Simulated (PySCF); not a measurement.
# C5H8S: core ionisation energies

Species: propargyl ethyl sulfide, C5H8S.
Atom-mapped SMILES: `[CH:1]#[C:2][CH2:3][S:4][CH2:5][CH3:6]`

Structure used (GFN2-xTB), in Å, numbered top down from 1:
```
atom  x, y, z in Å
C1     2.6652    0.2204    0.7094
C2     1.9037   -0.4823    0.1088
C3     0.9297   -1.2474   -0.6203
S4    -0.1474   -0.1703   -1.6548
C5    -0.8346    0.9413   -0.3834
C6    -1.8832    0.2725    0.4854
H7     3.3618    0.7996    1.2379
H8     1.4135   -1.9183   -1.3312
H9     0.2943   -1.8235    0.0549
H10    0.0043    1.3125    0.2063
H11   -1.2677    1.7646   -0.9507
H12   -2.3285    1.0058    1.1552
H13   -2.6693   -0.1586   -0.1309
H14   -1.4425   -0.5166    1.0912
```

Theory: delta-SCF UKS SCAN, pcX-2 on the ionised atom, pcseg-1 elsewhere, spin-free X2C (PySCF 2.14.0). These are vertical core ionisation energies against the vacuum level, from separate self-consistent calculations with and without the core hole.

Q: List the computed XPS lines with their assignment.

A: 
| atom(s) | environment | level | binding energy (eV) | above the level's lowest (eV) | count |
| --- | --- | --- | --- | --- | --- |
| S4 | sulfide sulfur | S 1s | 2476.67 | 0.00 | 1 |
| C3 | sp3 carbon bound to sulfur | C 1s | 291.93 | +1.76 | 1 |
| C5 | sp3 carbon bound to sulfur | C 1s | 291.10 | +0.93 | 1 |
| C2 | alkyne carbon | C 1s | 290.76 | +0.59 | 1 |
| C6 | methyl carbon | C 1s | 290.69 | +0.52 | 1 |
| C1 | terminal alkyne carbon | C 1s | 290.17 | 0.00 | 1 |

Lowest listed C 1s: C1, bonded to C (triple bond) and H. Highest, 1.76 eV above it: C3, bonded to S, C and 2 H. Summing the Pauling electronegativity differences to the bonded atoms, each weighted by its formal bond order, gives -0.35 for the lowest site and -0.67 for the highest; the largest sum, 0.00, belongs to C2, 1.17 eV below the top. The smallest sum, -1.05, belongs to C6, 0.52 eV above the lowest.

Q: Which effective nuclear charge Zeff reproduces each element's mean 1s value in the hydrogen-like formula E = 13.606 eV × Zeff²?

A: C (Z = 6): mean 290.9 eV, Zeff = 4.62, Z − Zeff = 1.38; S (Z = 16): mean 2476.7 eV, Zeff = 13.49, Z − Zeff = 2.51. Means run over the listed sites, weighted by atom count.

Not every level is listed. The unrestricted hole states depart most from a pure doublet (⟨S²⟩ = 0.75; over 0.85 named) for C 1s of C2 (0.86), which makes this value less certain. The structure is a single GFN2-xTB conformer in the gas phase; no vibrational or solvent corrections.
